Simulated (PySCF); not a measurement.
These are calculated values, ωB97X-D3(BJ)/def2-TZVP in PySCF (grid level 2) at geometries from PBE0-D3(BJ)/def2-SVP. ωB97X-D3(BJ) is ωB97X-V with D3(BJ) in place of VV10. Enthalpies at 298.15 K use unscaled PBE0-D3(BJ)/def2-SVP harmonic frequencies.

Question: Rank by proton affinities (298 K, kJ/mol) at the best site tried, lowest first.
A. `C1=CP1` (C2H3P)
B. `F[Si](F)(F)F` (F4Si)
C. acetylene, `C#C` (C2H2)
D. ammonia, `N` (NH3)
E. `Cc1cc[nH]n1` (C4H6N2)

Answer: B (492), C (655), A (853), D (863), E (930).

Sites or products: `C1=CP1` (C2H3P): `C1=C[PH2+]1`; `F[Si](F)(F)F` (F4Si): `F[Si](F)(F)[FH+]`; ammonia: [NH4]+; acetylene: `[CH+]=C`; `Cc1cc[nH]n1` (C4H6N2): `Cc1cc[nH][nH+]1`.

Others at the same level:
| molecule | proton affinities (298 K, kJ/mol) at the best site tried |
| --- | --- |
| dimethylamine, `CNC` (C2H7N) | 938 |
| `Cc1nccs1` (C4H5NS) | 939 |
